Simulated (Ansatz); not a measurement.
# CH₂N (doublet): wave-function methods side by side at a displaced geometry (v1), cc-pVDZ

How much of the correlation energy of CH₂N (doublet) does each wave-function method recover here?

The runs use Ansatz 0.2.0, Gaussian basis; cc-pVDZ, core rule «outside noble gas», up to 2 orbitals frozen.

To be run: UHF; CCSD(T) on ROHF; CCSD(T) on UHF; BCCD(T) on ROHF; CISD; CCSDT(Q) on ROHF; CCSDT(Q) on UHF; CASSCF and MRCISD+Q, 11 electrons in 10 orbitals; CASSCF and NEVPT2, 11 electrons in 10 orbitals.

16 further runs of the same task are left out: 3 that didn't finish, 13 set aside as unsound or not needed.

## 1. The geometry

The geometry is a PBE0/def2-TZVP stationary point (not a proven minimum) with its atoms shifted at random (size 0.040 Å).

4 atoms, charge 0, spin multiplicity 2.

Atoms are counted from 1 here; the program's logs count them from 0.

Bond lengths: N1–C2 1.297 Å, N1–H3 1.032 Å, N1–H4 1.027 Å. Angles: C2–N1–H3 119.9°, C2–N1–H4 120.5°, H3–N1–H4 119.6°.

## 2. UHF

in.yaml

```yaml
crystal:
  periodic: [false, false, false]
  atoms:
    - {symbol: N, position_ang: [0.000663, 0.006071, 0.518400]}
    - {symbol: C, position_ang: [-0.000170, -0.010072, -0.778382]}
    - {symbol: H, position_ang: [0.047794, 0.906096, 1.020793]}
    - {symbol: H, position_ang: [-0.054983, -0.870434, 1.050595]}
basis:
  gaussian: {orbitals: cc-pVDZ}
magnetization: {spin_polarized: true, initial_magnetization: 1}
hamiltonian: {xc: hf}
output: {orbitals: {seedname: orbitals}}
```

The run is started by

```
ansatz run in.yaml --threads 1 --pin off --events-out ev --progress --plain --max-ram 2393MiB
```

After this run come: CCSD(T) on ROHF; CCSD(T) on UHF; BCCD(T) on ROHF; CISD; CCSDT(Q) on ROHF; CCSDT(Q) on UHF; CASSCF and MRCISD+Q, 11 electrons in 10 orbitals; CASSCF and NEVPT2, 11 electrons in 10 orbitals.

Before running them: what should the planned runs give, taken together? Wanted: UCCSDT(Q) below the RHF energy; RMP2 from UCCSDT(Q); UMP2 from UCCSDT(Q); RCCSD from UCCSDT(Q); RCCSD(T) from UCCSDT(Q); UCCSD(T) from UCCSDT(Q); RCCSDT(Q) from UCCSDT(Q); NEVPT2 valence from UCCSDT(Q); MRCISD+Q valence from UCCSDT(Q).

As calculated:

| quantity | value |
| --- | --- |
| UCCSDT(Q) below the RHF energy | -8.1440 eV |
| RMP2 from UCCSDT(Q) | +22.70 kcal/mol |
| UMP2 from UCCSDT(Q) | +22.84 kcal/mol |
| RCCSD from UCCSDT(Q) | +6.36 kcal/mol |
| RCCSD(T) from UCCSDT(Q) | +0.89 kcal/mol |
| UCCSD(T) from UCCSDT(Q) | +0.89 kcal/mol |
| RCCSDT(Q) from UCCSDT(Q) | +0.04 kcal/mol |
| NEVPT2 valence from UCCSDT(Q) | +25.30 kcal/mol |
| MRCISD+Q valence from UCCSDT(Q) | +1.25 kcal/mol |
| levels within 1 kcal/mol (43 meV) | RCCSD(T), UCCSD(T), BCCD(T), RCCSDT, UCCSDT, RCCSDT(Q) |
| T1 diagnostic | 0.021 |
| effectively unpaired electrons | 1.02 |

**Reading.** RCCSD(T) lands +0.89 kcal/mol from the yardstick (0.5 % of the correlation energy). One determinant dominates. Of the multireference levels listed MRCISD+Q valence comes nearest in total energy (+1.25 kcal/mol), which doesn't show that its space is the better one. These misses are within one basis, not against nature; the frozen cores of restricted and unrestricted runs differ, which can shift their rows.
